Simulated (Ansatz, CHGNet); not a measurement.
For rock-salt LiBr, the machine-learned potential CHGNet 0.3.0 (trained on PBE and PBE+U data) gives:

- elastic constant C11: 28.2 GPa
- elastic constant C44: 10.1 GPa
- polycrystal shear modulus: 6.30 GPa

### Question
What does LC-ωPBE in Ansatz (plane waves, PAW) give for the same quantities?

### Answer

- elastic constant C11: 53.2 GPa (rises by 89 %)
- elastic constant C44: 22.3 GPa (rises by 120 %)
- Voigt–Reuss–Hill shear modulus: 20.3 GPa (increases by 220 %)

For comparison: elastic constant C11 39.6 GPa (measured, temperature not stated, not corrected to a static lattice; as tabulated in Harker's crystal data pages); elastic constant C44 19.1 GPa (measured, temperature not stated, no zero-point or thermal correction; as tabulated in Harker's crystal data pages).

Changes are worked out from the printed values.

Unless a cell is named, each level is at its own relaxed cell (CHGNet 0.3.0 20.92, LC-ωPBE 19.98 Å³/atom).

Ansatz's density-functional and Hartree–Fock values are scalar-relativistic unless marked +SOC, with PAW data made under PBE.

Ansatz is a program for electronic structure.
